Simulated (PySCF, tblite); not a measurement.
Isomers of C2H4S, one GFN2-xTB conformer each. Single-point energies are computed at PBE0/pcSseg-1 (PySCF, gas phase, no added dispersion term), electronic only.

| SMILES | GFN2-xTB relative energy (kJ/mol) |
| --- | --- |
| C1CS1 | 0.0 |
| CC=S | 18.7 |

What does PBE0/pcSseg-1 give for the same structures?

```tsv
SMILES	PBE0/pcSseg-1 E (Eh)	PBE0/pcSseg-1 (kJ/mol)	GFN2-xTB (kJ/mol)	point group
C1CS1	-476.51957	0.0	0.0	C2v
CC=S	-476.51862	2.5	18.7	Cs
```

Both levels put the same isomer lowest. As drawn, the lower has a three-membered ring, which the higher lacks; the higher has a C=S bond, which the lower lacks. Neighbours under 10 kJ/mol apart (C1CS1 and CC=S) can change places with a better method, another conformer or zero-point energy.

Which frontier levels, dipoles and rotational constants go with these structures?

```json
{"SMILES": "C1CS1", "HOMO (eV, PBE0/pcSseg-1)": "-6.54", "LUMO (eV)": "0.41", "dipole (D)": "1.99", "A, B, C (MHz)": "22079, 11065, 8166"}
{"SMILES": "CC=S", "HOMO (eV, PBE0/pcSseg-1)": "-6.48", "LUMO (eV)": "-2.14", "dipole (D)": "2.55", "A, B, C (MHz)": "48358, 5868, 5406"}
```

What happens when harmonic zero-point energies from GFN2-xTB frequencies are added?

```json
{"SMILES": "C1CS1", "ZPE (kJ/mol)": "140.5", "electronic (kJ/mol)": "0.0", "with ZPE (kJ/mol)": "0.8"}
{"SMILES": "CC=S", "ZPE (kJ/mol)": "137.3", "electronic (kJ/mol)": "2.5", "with ZPE (kJ/mol)": "0.0"}
```

The zero-point energies span 3.2 kJ/mol. CC=S becomes the lowest.
